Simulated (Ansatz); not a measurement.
**Could CO$_{2}$ exist in this structure?**

Plane-wave DFT in Ansatz with scalar-relativistic PAW potentials. The crystal relaxes under LDA to I-42d with a = 3.869 Å, c = 5.894 Å, 7.35 Å³/atom. No spin polarisation.

```cif
data_structure
_symmetry_space_group_name_H-M 'I-42d'
_symmetry_Int_Tables_number 122
_cell_length_a 3.8686
_cell_length_b 3.8686
_cell_length_c 5.8941
_cell_angle_alpha 90.000
_cell_angle_beta 90.000
_cell_angle_gamma 90.000
_cell_volume 88.21
loop_
_atom_site_label
_atom_site_type_symbol
_atom_site_symmetry_multiplicity
_atom_site_Wyckoff_symbol
_atom_site_fract_x
_atom_site_fract_y
_atom_site_fract_z
_atom_site_occupancy
C1 C 4 a 0.00000 0.50000 0.25000 1
O1 O 8 d 0.75000 0.33091 0.37500 1
```

Test it against the elements, against displacements at the zone centre and against strain.

- Energy over the elements: -1.287 eV/atom (LDA, standard states in the same functional, gases uncorrected)
- Optical modes at Γ: all 15 real, 355 to 1117 cm⁻¹ (LDA, without the LO-TO term)
- Least eigenvalue of the elastic tensor: 114 GPa (LDA)

It passes all three tests. So it is a local minimum against everything tried and bound against the elements. Modes at other wave vectors, other structures and decomposition into other compounds weren't tested here.

This form isn't the usual stable structure of the compound.

Cost: 3 runs of about 39 core-minutes in all, on Intel Xeon Processor @ 2.50GHz (Skylake/Cascade Lake) (shared hosts).